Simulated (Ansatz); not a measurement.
Geometry optimisation, RKS B3LYP-D4/def2-SVP in Ansatz.

Input file:

```yaml
crystal:
  periodic: [false, false, false]
  atoms:
    - { symbol: C, position_ang: [-0.952, 0.326, -0.6072] }
    - { symbol: C, position_ang: [-0.128, -0.7686, -0.1123] }
    - { symbol: Al, position_ang: [0.55669, -1.85296, -1.61183] }
    - { symbol: H, position_ang: [-1.7853, -0.0368, -1.1882] }
    - { symbol: H, position_ang: [-0.4174, 1.0264, -1.3128] }
    - { symbol: H, position_ang: [-1.393, 0.9816, 0.2319] }
    - { symbol: H, position_ang: [-0.73648, -1.4421, 0.53477] }
    - { symbol: H, position_ang: [0.72097, -0.40581, 0.43374] }
    - { symbol: H, position_ang: [1.73262, -1.22746, -2.58072] }
    - { symbol: H, position_ang: [-0.46296, -2.7799, -2.43104] }
basis:
  gaussian: { orbitals: def2-SVP }
hamiltonian:
  xc: b3lyp
  dispersion: d4
relax:
  f_tol: 0.015
  max_steps: 40
```

Command:

```bash
$ ansatz run input.yaml --threads 1 --pin off --max-ram 2048MiB --backend cpu --events-out ev --progress --plain --runs-dir out
```

Task: Where does it end, and by what steps?

Result: The forces met the threshold. After 5 steps the energy has fallen by 0.403 eV; H9 moved furthest, 0.26 Å.

| step | energy less start (eV) | largest force component (eV/Å) | accepted |
| --- | --- | --- | --- |
| 0 | 0.0000 | 3.029 | yes |
| 1 | -0.3360 | 1.419 | yes |
| 2 | -0.3896 | 0.319 | yes |
| 3 | -0.3984 | 0.083 | yes |
| 4 | -0.4024 | 0.108 | yes |
| 5 | -0.4034 | 0.011 | yes |

```xyz
10
Properties=species:S:1:pos:R:3
C -1.029 0.424 -0.581
C -0.129 -0.776 -0.215
Al 0.515 -1.795 -1.777
H -1.936 0.112 -1.127
H -0.504 1.159 -1.216
H -1.372 0.969 0.315
H -0.684 -1.456 0.457
H 0.739 -0.417 0.368
H 1.888 -1.415 -2.486
H -0.352 -2.984 -2.381
```

Time of the run: 10 s on 1 thread of Intel(R) Xeon(R) 6975P-C (Granite Rapids), with other jobs on the host, peak memory 0.25 GiB.
